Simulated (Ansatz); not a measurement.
We consider hcp Zn, described by r²SCAN (PAW; Ansatz, a program for electronic structure).

Settings: plane-wave cutoff 500 eV, 4×4×3 k mesh (along the axes of the cell as run), Fermi–Dirac smearing 0.1 eV, cell of 96 sites, scalar-relativistic PAW data made under PBE.

Task: Give the computed vacancy formation energy and vacancy formation energy before relaxation.

Result: 
* **vacancy formation energy**: 0.58 eV
* **vacancy formation energy before relaxation**: 0.69 eV

Measured, for comparison: vacancy formation energy 0.54 eV (no zero-point or thermal correction, monovacancy; as tabulated in Garrity and Choudhary (2023), arXiv:2112.11585). Computed (rounded) less measured: vacancy formation energy +0.040 eV.

Note: energies are extrapolated to zero smearing, and mesh and cell size move such values by some hundredths of an eV or more.

Computed values are for the static lattice.
